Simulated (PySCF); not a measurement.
Species: 3-butyn-2-one, C4H4O.
Numbering: `[CH:1]#[C:2][C:3]([CH3:4])=[O:5]`

Method: delta-SCF UKS SCAN, pcX-2 on the ionised atom, pcseg-1 elsewhere, spin-free X2C in PySCF 2.14.0. Binding energies are ΔSCF values: E(core-ionised, relaxed orbitals) − E(ground state) at a fixed geometry, referred to the vacuum level.

Some binding energies are withheld.

```tsv
atom(s)	bonded to	level	binding energy (eV)
C1	C (triple bond) and H	C 1s	291.20
C2	C (triple bond) and C	C 1s	291.28
C3	O (double bond) and 2 C	C 1s	?
C4	C and 3 H	C 1s	?
O5	C (double bond)	O 1s	537.85
```

(1) Fill in C 1s for C3.

(2) What is the C 1s binding energy of C4?

Answers

(1) 294.18 eV (ketone carbonyl carbon). The nearest listed C 1s value is that of C2; the shift against it is +2.90 eV.

(2) 291.26 eV (methyl carbon next to a carbonyl). The nearest listed C 1s value is that of C2; the shift against it is -0.02 eV.

Lowest listed C 1s: C1, bonded to C (triple bond) and H. Highest, 2.98 eV above it: C3, bonded to O (double bond) and 2 C. The widest gap between neighbouring values is 2.90 eV, between 291.28 and 294.18 eV. Summing the Pauling electronegativity differences to the bonded atoms, each weighted by its formal bond order, gives -0.35 for the lowest site and +1.78 for the highest; no listed site has a larger sum than the highest. The smallest sum, -1.05, belongs to C4, 0.06 eV above the lowest. The values 291.26 and 291.28 eV lie too close for their order to be trusted.

Problem. Which photon wavelength matches the C 1s of C4 threshold?

Solution. λ = hc/E = 12398.42 eV Å / 291.26 eV = 42.568 Å.

The unrestricted hole states depart most from a pure doublet (⟨S²⟩ = 0.75; over 0.85 named) for C 1s of C2 (0.85), which makes this value less certain. Isolated species at its GFN2-xTB geometry, gas phase.
